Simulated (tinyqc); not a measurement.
UKS/BP86 in the sto-6g basis, for NH, spin multiplicity 3, step by step (part 1 of 2). Computed by tinyqc, a small Python program that keeps every step (integrals from PySCF). Settings: charge = 0, multiplicity = 3, basis = sto-6g, energy threshold = 1e-09, iteration cap = 83, orthogonalisation = symmetric, start = core, DIIS depth = 8, DIIS from iteration = 3, damping = 0.2, method = UKS, functional = b88,p86, grid = [40, 26]. Command: `OMP_NUM_THREADS=1 python tinyqc.py 31061 31062 out.jsonl` (the two numbers bound the seeds that draw the settings). One thread of a shared host (Intel(R) Xeon(R) Processor @ 2.60GHz), about 2 s of CPU time with the checks. Later iterations appear only in the table of the cycle.

## One-electron integrals

Geometry (angstrom):
```
atom       x       y       z
N     0.0000  0.0000  0.0000
H     0.0000  0.0000  1.6790
```

Basis sto-6g: exponents (1/bohr^2) and contraction coefficients of normalised primitives:
```
element  l (shell)   exponent  coefficient
N            s (1)  1027.8285       0.0092
N            s (1)   188.4512       0.0494
N            s (1)    52.7219       0.1685
N            s (1)    18.1114       0.3706
N            s (1)     7.0332       0.4165
N            s (1)     2.8967       0.1303
N            s (2)    39.1988      -0.0133
N            s (2)     7.7585      -0.0470
N            s (2)     2.4113      -0.0338
N            s (2)     0.9277       0.2502
N            s (2)     0.4029       0.5951
N            s (2)     0.1847       0.2407
N            p (3)    39.1988       0.0038
N            p (3)     7.7585       0.0377
N            p (3)     2.4113       0.1739
N            p (3)     0.9277       0.4180
N            p (3)     0.4029       0.4259
N            p (3)     0.1847       0.1017
H            s (1)    35.5232       0.0092
H            s (1)     6.5131       0.0494
H            s (1)     1.8221       0.1685
H            s (1)     0.6260       0.3706
H            s (1)     0.2431       0.4165
H            s (1)     0.1001       0.1303
```

Overlap, kinetic and nuclear-attraction integrals over the contracted functions; the nuclear repulsion is the sum of Za Zb / Rab.

nuclear repulsion = 2.206218 hartree

overlap S:
```
         1N 1s   1N 2s  1N 2px  1N 2py  1N 2pz   2H 1s
1N 1s   1.0000  0.2294  0.0000  0.0000  0.0000  0.0129
1N 2s   0.2294  1.0000  0.0000  0.0000  0.0000  0.1837
1N 2px  0.0000  0.0000  1.0000  0.0000  0.0000  0.0000
1N 2py  0.0000  0.0000  0.0000  1.0000  0.0000  0.0000
1N 2pz  0.0000  0.0000  0.0000  0.0000  1.0000  0.1981
2H 1s   0.0129  0.1837  0.0000  0.0000  0.1981  1.0000
```

kinetic energy T (hartree):
```
          1N 1s    1N 2s  1N 2px  1N 2py  1N 2pz    2H 1s
1N 1s   22.2364  -0.6787  0.0000  0.0000  0.0000  -0.0046
1N 2s   -0.6787   0.6329  0.0000  0.0000  0.0000  -0.0092
1N 2px   0.0000   0.0000  1.9013  0.0000  0.0000   0.0000
1N 2py   0.0000   0.0000  0.0000  1.9013  0.0000   0.0000
1N 2pz   0.0000   0.0000  0.0000  0.0000  1.9013   0.0257
2H 1s   -0.0046  -0.0092  0.0000  0.0000  0.0257   0.7685
```

nuclear attraction V (hartree):
```
           1N 1s    1N 2s   1N 2px   1N 2py   1N 2pz    2H 1s
1N 1s   -46.9887  -4.7194   0.0000   0.0000  -0.0061  -0.3023
1N 2s    -4.7194  -7.1403   0.0000   0.0000  -0.0732  -0.8982
1N 2px    0.0000   0.0000  -7.1278   0.0000   0.0000   0.0000
1N 2py    0.0000   0.0000   0.0000  -7.1278   0.0000   0.0000
1N 2pz   -0.0061  -0.0732   0.0000   0.0000  -7.1643  -0.8657
2H 1s    -0.3023  -0.8982   0.0000   0.0000  -0.8657  -3.4416
```

core Hamiltonian H = T + V (hartree):
```
           1N 1s    1N 2s   1N 2px   1N 2py   1N 2pz    2H 1s
1N 1s   -24.7522  -5.3981   0.0000   0.0000  -0.0061  -0.3069
1N 2s    -5.3981  -6.5074   0.0000   0.0000  -0.0732  -0.9074
1N 2px    0.0000   0.0000  -5.2265   0.0000   0.0000   0.0000
1N 2py    0.0000   0.0000   0.0000  -5.2265   0.0000   0.0000
1N 2pz   -0.0061  -0.0732   0.0000   0.0000  -5.2630  -0.8400
2H 1s    -0.3069  -0.9074   0.0000   0.0000  -0.8400  -2.6731
```

## Two-electron integrals

Functions are numbered as in S; the eight-fold symmetry (ij|kl) = (ji|kl) = (kl|ij) leaves the list below.

Two-electron integrals (ij|kl) in chemists' order, unique and non-zero (hartree):
```
(11|11) 4.1687     (21|11) 0.5836     (21|21) 0.1041     (22|11) 0.9685
(22|21) 0.2145     (22|22) 0.7084     (31|31) 0.0221     (32|31) 0.0336
(32|32) 0.1566     (33|11) 0.9685     (33|21) 0.2145     (33|22) 0.7084
(33|33) 0.7632     (41|41) 0.0221     (42|41) 0.0336     (42|42) 0.1566
(43|43) 0.0411     (44|11) 0.9685     (44|21) 0.2145     (44|22) 0.7084
(44|33) 0.6810     (44|44) 0.7632     (51|51) 0.0221     (52|51) 0.0336
(52|52) 0.1566     (53|53) 0.0411     (54|54) 0.0411     (55|11) 0.9685
(55|21) 0.2145     (55|22) 0.7084     (55|33) 0.6810     (55|44) 0.6810
(55|55) 0.7632     (61|11) 0.0348     (61|21) 0.0060     (61|22) 0.0121
(61|33) 0.0120     (61|44) 0.0120     (61|51) 3.36e-04   (61|52) 0.0007
(61|55) 0.0121     (61|61) 3.50e-04   (62|11) 0.1127     (62|21) 0.0254
(62|22) 0.0966     (62|33) 0.0945     (62|44) 0.0945     (62|51) 0.0023
(62|52) 0.0185     (62|55) 0.1007     (62|61) 0.0015     (62|62) 0.0195
(63|31) 0.0024     (63|32) 0.0143     (63|53) 0.0035     (63|63) 0.0021
(64|41) 0.0024     (64|42) 0.0143     (64|54) 0.0035     (64|64) 0.0021
(65|11) 0.1031     (65|21) 0.0235     (65|22) 0.0946     (65|33) 0.0905
(65|44) 0.0905     (65|51) 0.0040     (65|52) 0.0302     (65|55) 0.1027
(65|61) 0.0014     (65|62) 0.0228     (65|65) 0.0283     (66|11) 0.3145
(66|21) 0.0721     (66|22) 0.3123     (66|33) 0.3018     (66|44) 0.3018
(66|51) 0.0060     (66|52) 0.0694     (66|55) 0.3333     (66|61) 0.0042
(66|62) 0.0911     (66|65) 0.1178     (66|66) 0.7750
```

## Orthogonalisation

S = U s U^T; symmetric (Loewdin) form X = U s^(-1/2) U^T, so that X^T S X = 1.

eigenvalues of S: 0.6804  0.8541  1.0000  1.0000  1.1333  1.3322

X:
```
          1N 1s    1N 2s  1N 2px  1N 2py   1N 2pz    2H 1s
1N 1s    1.0208  -0.1204  0.0000  0.0000  -0.0018   0.0104
1N 2s   -0.1204   1.0346  0.0000  0.0000   0.0148  -0.0984
1N 2px   0.0000   0.0000  1.0000  0.0000   0.0000   0.0000
1N 2py   0.0000   0.0000  0.0000  1.0000   0.0000   0.0000
1N 2pz  -0.0018   0.0148  0.0000  0.0000   1.0156  -0.1039
2H 1s    0.0104  -0.0984  0.0000  0.0000  -0.1039   1.0292
```

## Starting guess

The start is the orbitals of the core Hamiltonian; D(s) = C_occ C_occ^T for each spin.

D(alpha) at the start:
```
          1N 1s    1N 2s  1N 2px  1N 2py   1N 2pz    2H 1s
1N 1s    1.0563  -0.2465  0.0000  0.0000  -0.0047   0.0171
1N 2s   -0.2465   1.0777  0.0000  0.0000   0.0247  -0.0706
1N 2px   0.0000   0.0000  1.0000  0.0000   0.0000   0.0000
1N 2py   0.0000   0.0000  0.0000  1.0000   0.0000   0.0000
1N 2pz  -0.0047   0.0247  0.0000  0.0000   1.0272  -0.0867
2H 1s    0.0171  -0.0706  0.0000  0.0000  -0.0867   0.0117
```

D(beta) at the start:
```
          1N 1s    1N 2s  1N 2px  1N 2py   1N 2pz    2H 1s
1N 1s    1.0563  -0.2465  0.0000  0.0000  -0.0047   0.0171
1N 2s   -0.2465   1.0777  0.0000  0.0000   0.0247  -0.0706
1N 2px   0.0000   0.0000  0.0000  0.0000   0.0000   0.0000
1N 2py   0.0000   0.0000  0.0000  0.0000   0.0000   0.0000
1N 2pz  -0.0047   0.0247  0.0000  0.0000   1.0272  -0.0867
2H 1s    0.0171  -0.0706  0.0000  0.0000  -0.0867   0.0117
```

## Iteration 1: exchange-correlation on the grid

Becke grid with 40 radial and 26 angular points per atom, points of zero weight dropped. rho = sum D_ij phi_i phi_j; V_xc,ij = sum w v_xc phi_i phi_j plus the gradient terms; v_xc is d(rho eps)/d rho(s) for spin s at fixed gradient.

The 16 grid points with the largest w rho, of 2061 (bohr, atomic units):
```
x              y        z       w  rho(alpha)  rho(beta)   eps_xc  v_xc(alpha)
0.0000    0.0000  -1.1294  0.1263      0.1894     0.1894  -0.6090      -0.7670
0.0000    0.0000  -1.3037  0.1865      0.1281     0.1281  -0.5451      -0.6720
0.0000    0.0000   1.1294  0.1227      0.1914     0.1914  -0.6117      -0.7685
0.0000    0.0000   0.9724  0.0834      0.2636     0.2636  -0.6702      -0.8571
0.0000    0.0000   1.3037  0.1723      0.1274     0.1274  -0.5459      -0.6690
0.0000    0.0000  -0.9724  0.0842      0.2586     0.2586  -0.6659      -0.8524
0.0000    0.0000  -1.4966  0.2717      0.0798     0.0798  -0.4783      -0.5726
0.0000    0.0000   0.8315  0.0550      0.3340     0.3340  -0.7174      -0.9293
0.0000    0.0000  -0.8315  0.0551      0.3260     0.3260  -0.7119      -0.9225
0.0000    0.0000  -1.7097  0.3913      0.0454     0.0454  -0.4116      -0.4728
0.0000    0.0000   1.4966  0.2225      0.0771     0.0771  -0.4770      -0.5631
0.0000    0.7986   0.7986  0.1005      0.1915     0.1217  -0.5819      -0.7596
0.7986    0.0000   0.7986  0.1005      0.1915     0.1217  -0.5819      -0.7596
-0.7986   0.0000   0.7986  0.1005      0.1915     0.1217  -0.5819      -0.7596
0.0000   -0.7986   0.7986  0.1005      0.1915     0.1217  -0.5819      -0.7596
0.0000   -0.7986  -0.7986  0.1010      0.1886     0.1188  -0.5787      -0.7559
```

electrons on the grid, sum of w rho = 7.9998

E_xc = sum of w rho eps_xc = -7.563412 hartree

V_xc(alpha) (hartree):
```
          1N 1s    1N 2s   1N 2px   1N 2py   1N 2pz    2H 1s
1N 1s   -2.7303  -0.3325   0.0000   0.0000  -0.0004  -0.0206
1N 2s   -0.3325  -0.7217   0.0000   0.0000   0.0001  -0.0781
1N 2px   0.0000   0.0000  -0.7203   0.0000   0.0000   0.0000
1N 2py   0.0000   0.0000   0.0000  -0.7203   0.0000   0.0000
1N 2pz  -0.0004   0.0001   0.0000   0.0000  -0.7242  -0.0677
2H 1s   -0.0206  -0.0781   0.0000   0.0000  -0.0677  -0.1431
```

V_xc(beta) (hartree):
```
          1N 1s    1N 2s   1N 2px   1N 2py   1N 2pz    2H 1s
1N 1s   -2.7049  -0.3111   0.0000   0.0000  -0.0004  -0.0196
1N 2s   -0.3111  -0.6085   0.0000   0.0000  -0.0004  -0.0698
1N 2px   0.0000   0.0000  -0.5730   0.0000   0.0000   0.0000
1N 2py   0.0000   0.0000   0.0000  -0.5730   0.0000   0.0000
1N 2pz  -0.0004  -0.0004   0.0000   0.0000  -0.6794  -0.0647
2H 1s   -0.0196  -0.0698   0.0000   0.0000  -0.0647  -0.1472
```

## Iteration 1: building the Kohn-Sham matrix

J_ij = sum D_kl (ij|kl) with D = D(alpha) + D(beta); F = H + J + V_xc; E = tr D H + tr D J / 2 + E_xc + E_nn.

Coulomb J (hartree):
```
          1N 1s   1N 2s  1N 2px  1N 2py  1N 2pz   2H 1s
1N 1s   14.1881  2.4489  0.0000  0.0000  0.0010  0.1420
1N 2s    2.4489  6.1817  0.0000  0.0000  0.0008  0.8078
1N 2px   0.0000  0.0000  6.1546  0.0000  0.0000  0.0000
1N 2py   0.0000  0.0000  0.0000  6.1546  0.0000  0.0000
1N 2pz   0.0010  0.0008  0.0000  0.0000  6.2361  0.7799
2H 1s    0.1420  0.8078  0.0000  0.0000  0.7799  2.5135
```

F(alpha) (hartree):
```
           1N 1s    1N 2s  1N 2px  1N 2py   1N 2pz    2H 1s
1N 1s   -13.2945  -3.2817  0.0000  0.0000  -0.0054  -0.1855
1N 2s    -3.2817  -1.0473  0.0000  0.0000  -0.0723  -0.1776
1N 2px    0.0000   0.0000  0.2077  0.0000   0.0000   0.0000
1N 2py    0.0000   0.0000  0.0000  0.2077   0.0000   0.0000
1N 2pz   -0.0054  -0.0723  0.0000  0.0000   0.2489  -0.1277
2H 1s    -0.1855  -0.1776  0.0000  0.0000  -0.1277  -0.3027
```

F(beta) (hartree):
```
           1N 1s    1N 2s  1N 2px  1N 2py   1N 2pz    2H 1s
1N 1s   -13.2690  -3.2603  0.0000  0.0000  -0.0055  -0.1845
1N 2s    -3.2603  -0.9341  0.0000  0.0000  -0.0729  -0.1693
1N 2px    0.0000   0.0000  0.3551  0.0000   0.0000   0.0000
1N 2py    0.0000   0.0000  0.0000  0.3551   0.0000   0.0000
1N 2pz   -0.0055  -0.0729  0.0000  0.0000   0.2937  -0.1248
2H 1s    -0.1845  -0.1693  0.0000  0.0000  -0.1248  -0.3068
```

total energy of this density = -54.375623 hartree

This density is the starting one.

## Iteration 1: diagonalisation and new density

Diagonalise F' = X^T F X, C = X C', fill 5 alpha and 3 beta electrons from the bottom; D(s) = C_occ C_occ^T; the new density keeps 0.2 of the old one (damping). Each column has its largest component positive (the first on a tie).

F' = X^T F X (alpha) (hartree):
```
          1        2       3       4        5        6
1  -13.0646  -1.7338  0.0000  0.0000  -0.0044   0.0051
2   -1.7338  -0.4691  0.0000  0.0000  -0.0516  -0.0837
3    0.0000   0.0000  0.2077  0.0000   0.0000   0.0000
4    0.0000   0.0000  0.0000  0.2077   0.0000   0.0000
5   -0.0044  -0.0516  0.0000  0.0000   0.2786  -0.1248
6    0.0051  -0.0837  0.0000  0.0000  -0.1248  -0.2649
```

orbital energies (alpha) (hartree): MO1 -13.2989, MO2 -0.3608, MO3 -0.1680, MO4 0.2077, MO5 0.2077, MO6 0.3077

coefficients C (alpha):
```
            MO1      MO2      MO3     MO4      MO5      MO6
1N 1s    0.9955  -0.1454  -0.2107  0.0000   0.0000   0.0106
1N 2s    0.0192   0.5468   0.8914  0.0000   0.0000  -0.0275
1N 2px   0.0000   0.0000   0.0000  1.0000  -0.0026   0.0000
1N 2py   0.0000   0.0000   0.0000  0.0026   1.0000   0.0000
1N 2pz   0.0010   0.1300  -0.0028  0.0000   0.0000   1.0126
2H 1s   -0.0025   0.7212  -0.6828  0.0000   0.0000  -0.3057
```

F' = X^T F X (beta) (hartree):
```
          1        2       3       4        5        6
1  -13.0417  -1.7280  0.0000  0.0000  -0.0044   0.0045
2   -1.7280  -0.3547  0.0000  0.0000  -0.0511  -0.0855
3    0.0000   0.0000  0.3551  0.0000   0.0000   0.0000
4    0.0000   0.0000  0.0000  0.3551   0.0000   0.0000
5   -0.0044  -0.0511  0.0000  0.0000   0.3241  -0.1259
6    0.0045  -0.0855  0.0000  0.0000  -0.1259  -0.2700
```

orbital energies (beta) (hartree): MO1 -13.2729, MO2 -0.3369, MO3 -0.0844, MO4 0.3519, MO5 0.3551, MO6 0.3551

coefficients C (beta):
```
            MO1      MO2      MO3      MO4     MO5      MO6
1N 1s    0.9958  -0.0946  -0.2363   0.0132  0.0000   0.0000
1N 2s    0.0178   0.3357   0.9901  -0.0391  0.0000   0.0000
1N 2px   0.0000   0.0000   0.0000   0.0000  0.9894  -0.1454
1N 2py   0.0000   0.0000   0.0000   0.0000  0.1454   0.9894
1N 2pz   0.0009   0.1169   0.0415   1.0134  0.0000   0.0000
2H 1s   -0.0023   0.8578  -0.5102  -0.2891  0.0000   0.0000
```

D(alpha) after iteration 1:
```
          1N 1s    1N 2s  1N 2px  1N 2py   1N 2pz    2H 1s
1N 1s    1.0564  -0.2479  0.0000  0.0000  -0.0148   0.0326
1N 2s   -0.2479   1.0908  0.0000  0.0000   0.0598  -0.1856
1N 2px   0.0000   0.0000  1.0000  0.0000   0.0000   0.0000
1N 2py   0.0000   0.0000  0.0000  1.0000   0.0000   0.0000
1N 2pz  -0.0148   0.0598  0.0000  0.0000   0.2190   0.0592
2H 1s    0.0326  -0.1856  0.0000  0.0000   0.0592   0.7914
```

D(beta) after iteration 1:
```
          1N 1s    1N 2s  1N 2px  1N 2py   1N 2pz    2H 1s
1N 1s    1.0564  -0.2477  0.0000  0.0000  -0.0169   0.0331
1N 2s   -0.2477   1.0902  0.0000  0.0000   0.0692  -0.1879
1N 2px   0.0000   0.0000  0.0000  0.0000   0.0000   0.0000
1N 2py   0.0000   0.0000  0.0000  0.0000   0.0000   0.0000
1N 2pz  -0.0169   0.0692  0.0000  0.0000   0.2178   0.0459
2H 1s    0.0331  -0.1879  0.0000  0.0000   0.0459   0.7993
```

Within a degenerate level the vectors are fixed only up to a rotation; this is one choice.

## Iteration 2: exchange-correlation on the grid

As before.

The 16 grid points with the largest w rho, of 2061 (bohr, atomic units):
```
x              y       z       w  rho(alpha)  rho(beta)   eps_xc  v_xc(alpha)
0.0000    1.1294  0.0000  0.1263      0.1892     0.0495  -0.5587      -0.7422
1.1294    0.0000  0.0000  0.1263      0.1892     0.0495  -0.5587      -0.7422
0.0000   -1.1294  0.0000  0.1263      0.1892     0.0495  -0.5587      -0.7422
-1.1294   0.0000  0.0000  0.1263      0.1892     0.0495  -0.5587      -0.7422
0.0000    1.3037  0.0000  0.1865      0.1279     0.0336  -0.5008      -0.6485
1.3037    0.0000  0.0000  0.1865      0.1279     0.0336  -0.5008      -0.6485
-1.3037   0.0000  0.0000  0.1865      0.1279     0.0336  -0.5008      -0.6485
0.0000   -1.3037  0.0000  0.1865      0.1279     0.0336  -0.5008      -0.6485
0.0000    0.9724  0.0000  0.0842      0.2584     0.0667  -0.6102      -0.8264
0.9724    0.0000  0.0000  0.0842      0.2584     0.0667  -0.6102      -0.8264
-0.9724   0.0000  0.0000  0.0842      0.2584     0.0667  -0.6102      -0.8264
0.0000   -0.9724  0.0000  0.0842      0.2584     0.0667  -0.6102      -0.8264
0.0000    1.4966  0.0000  0.2717      0.0796     0.0209  -0.4401      -0.5501
1.4966    0.0000  0.0000  0.2717      0.0796     0.0209  -0.4401      -0.5501
0.0000   -1.4966  0.0000  0.2717      0.0796     0.0209  -0.4401      -0.5501
-1.4966   0.0000  0.0000  0.2717      0.0796     0.0209  -0.4401      -0.5501
```

electrons on the grid, sum of w rho = 7.9934

E_xc = sum of w rho eps_xc = -7.140357 hartree

V_xc(alpha) (hartree):
```
          1N 1s    1N 2s   1N 2px   1N 2py   1N 2pz    2H 1s
1N 1s   -2.7194  -0.3218   0.0000   0.0000  -0.0013  -0.0200
1N 2s   -0.3218  -0.6712   0.0000   0.0000  -0.0123  -0.0894
1N 2px   0.0000   0.0000  -0.6925   0.0000   0.0000   0.0000
1N 2py   0.0000   0.0000   0.0000  -0.6925   0.0000   0.0000
1N 2pz  -0.0013  -0.0123   0.0000   0.0000  -0.6285  -0.0895
2H 1s   -0.0200  -0.0894   0.0000   0.0000  -0.0895  -0.4926
```

V_xc(beta) (hartree):
```
          1N 1s    1N 2s   1N 2px   1N 2py   1N 2pz    2H 1s
1N 1s   -2.6945  -0.3008   0.0000   0.0000  -0.0017  -0.0190
1N 2s   -0.3008  -0.5505   0.0000   0.0000  -0.0166  -0.0804
1N 2px   0.0000   0.0000  -0.5383   0.0000   0.0000   0.0000
1N 2py   0.0000   0.0000   0.0000  -0.5383   0.0000   0.0000
1N 2pz  -0.0017  -0.0166   0.0000   0.0000  -0.5750  -0.0862
2H 1s   -0.0190  -0.0804   0.0000   0.0000  -0.0862  -0.4924
```

## Iteration 2: building the Kohn-Sham matrix

As before.

Coulomb J (hartree):
```
          1N 1s   1N 2s  1N 2px  1N 2py  1N 2pz   2H 1s
1N 1s   13.1440  2.2217  0.0000  0.0000  0.0160  0.1294
1N 2s    2.2217  5.5510  0.0000  0.0000  0.1413  0.7966
1N 2px   0.0000  0.0000  5.5504  0.0000  0.0000  0.0000
1N 2py   0.0000  0.0000  0.0000  5.5504  0.0000  0.0000
1N 2pz   0.0160  0.1413  0.0000  0.0000  5.5521  0.8107
2H 1s    0.1294  0.7966  0.0000  0.0000  0.8107  3.2309
```

F(alpha) (hartree):
```
           1N 1s    1N 2s   1N 2px   1N 2py   1N 2pz    2H 1s
1N 1s   -14.3276  -3.4982   0.0000   0.0000   0.0086  -0.1975
1N 2s    -3.4982  -1.6276   0.0000   0.0000   0.0558  -0.2002
1N 2px    0.0000   0.0000  -0.3686   0.0000   0.0000   0.0000
1N 2py    0.0000   0.0000   0.0000  -0.3686   0.0000   0.0000
1N 2pz    0.0086   0.0558   0.0000   0.0000  -0.3394  -0.1189
2H 1s    -0.1975  -0.2002   0.0000   0.0000  -0.1189   0.0652
```

F(beta) (hartree):
```
           1N 1s    1N 2s   1N 2px   1N 2py   1N 2pz    2H 1s
1N 1s   -14.3027  -3.4772   0.0000   0.0000   0.0082  -0.1965
1N 2s    -3.4772  -1.5069   0.0000   0.0000   0.0515  -0.1912
1N 2px    0.0000   0.0000  -0.2144   0.0000   0.0000   0.0000
1N 2py    0.0000   0.0000   0.0000  -0.2144   0.0000   0.0000
1N 2pz    0.0082   0.0515   0.0000   0.0000  -0.2859  -0.1155
2H 1s    -0.1965  -0.1912   0.0000   0.0000  -0.1155   0.0655
```

total energy of this density = -54.650814 hartree

This density is a damped mixture and is not idempotent.
